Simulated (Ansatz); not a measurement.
A nudged elastic band was laid between two geometries of CH9BSi (12 atoms, charge 0, multiplicity 1).

Level of theory: Ansatz 0.2.0, RKS PBE0-D4/6-31G*.

```yaml
movable_images: 5
climbing_image: yes
spring: 5.0 eV/Å²
optimiser: quadratic models (default)
start_path: through a guess of the saddle point
force_threshold: 0.03 eV/Å
iteration_limit: 60
end_points: relaxed
```

Image 0:

```xyz
12
Properties=species:S:1:pos:R:3
B -0.405 -0.304 0.666
C 0.216 0.495 1.902
H -0.553 0.851 2.597
H 0.945 -0.084 2.483
H 0.741 1.382 1.528
H 0.436 -0.808 -0.081
H -1.263 0.170 -0.033
Si -0.204 -2.494 0.666
H -0.384 -2.877 -0.754
H 1.176 -2.633 1.189
H -1.056 -3.419 1.479
H -1.145 -1.274 1.170
```

Image 6:

```xyz
12
Properties=species:S:1:pos:R:3
B -0.300 -0.789 -0.079
C 0.145 0.581 2.324
H -0.691 0.738 3.009
H 1.092 0.550 2.868
H 0.170 1.372 1.572
H 0.700 -0.266 -0.483
H -1.322 -0.168 -0.152
Si -0.314 -2.746 0.415
H -0.562 -3.499 -0.857
H 0.979 -3.239 0.976
H -1.400 -3.121 1.370
H 0.006 -0.408 1.849
```

Question: Which bonds break or form, and what moves?

Answer: Bonds broken: B1–C2, B1–H12, Si8–H12. Bonds formed: C2–H12. CH9BSi becomes BH5Si + CH4.

Question: Give the energies along the band, and the barrier.

Answer: The run converged. The highest image is number 4 of 0 to 6, 77.7 kJ/mol above the first end and 42.1 kJ/mol above the last; the last end lies 35.6 kJ/mol above the first. A vibrational analysis at the climbing image gives one clearly imaginary mode, 911i cm⁻¹: a first-order saddle point. The orbitals stay closed-shell, which can raise the energy where a bond breaks towards radicals; this wasn't checked here.

```csv
image,path coordinate (Å),energy (kJ/mol),B1–C2 (Å),B1–H12 (Å),Si8–H12 (Å)
0,0.00,0.0,1.60,1.32,1.62
1,0.73,2.4,1.60,1.33,1.60
2,1.45,8.5,1.60,1.36,1.57
3,2.18,16.1,1.61,1.33,1.57
4,2.90,77.7,1.80,1.25,2.01
5,3.60,41.7,2.30,1.55,2.45
6,4.30,35.6,2.80,1.99,2.76
```

Question: What is the geometry of the highest image?

Answer: 
```xyz
12
Properties=species:S:1:pos:R:3
B -0.225 -0.499 0.481
C 0.098 0.480 1.954
H -0.655 0.444 2.745
H 1.098 0.387 2.385
H 0.025 1.444 1.452
H 0.721 -0.291 -0.224
H -1.347 -0.213 0.171
Si -0.280 -2.561 0.575
H -0.560 -2.980 -0.827
H 1.002 -3.200 1.001
H -1.356 -3.119 1.448
H -0.018 -0.887 1.650
```

Question: What are the harmonic wavenumbers there?

Answer: 911i, 142, 179, 250, 280, 480, 582, 592, 741, 844, 901, 943, 954, 990, 997, 1117, 1131, 1157, 1343, 1502, 1528, 2232, 2237, 2258, 2435, 2614, 2693, 3103, 3196, 3213 cm⁻¹.

Time of the run: 3.7 min on 1 thread of AMD EPYC 7B13 (Zen 3), on a shared host, peak memory 0.15 GiB.
